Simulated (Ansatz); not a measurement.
CsCl-type TlBr, treated with LC-ωPBE in Ansatz (plane waves, PAW).

Run with plane-wave cutoff 520 eV, 6×6×6 k mesh, finite displacements, scalar-relativistic PAW data made under PBE.

Computed at the level's own relaxed cell.

TlBr has the cubic space group Pm-3m (No. 221), the CsCl type structure, Pearson symbol cP2. Conventional cell: a = b = c = 3.998 Å, α = β = γ = 90.00°. Tl on 1a is coordinated by 8 Br at 3.463 Å (cubic). Br on 1b sees 8 Tl at 3.463 Å (cubic). (Neighbours: up to the widest gap in distance over summed covalent radii, below 1.35, at either atom; cation-cation and far metal-metal contacts left out.)

Harmonic phonon frequencies (cm⁻¹; i marks an imaginary mode; at Γ without the LO shift):

```csv
q point,frequencies
Γ,0 0 0 34 34 34
X,16 16 55 55 66 108
M,9 42 42 47 63 63
R,42 42 42 89 89 89
```

No imaginary mode appears at these points.

Ansatz is a first-principles code.
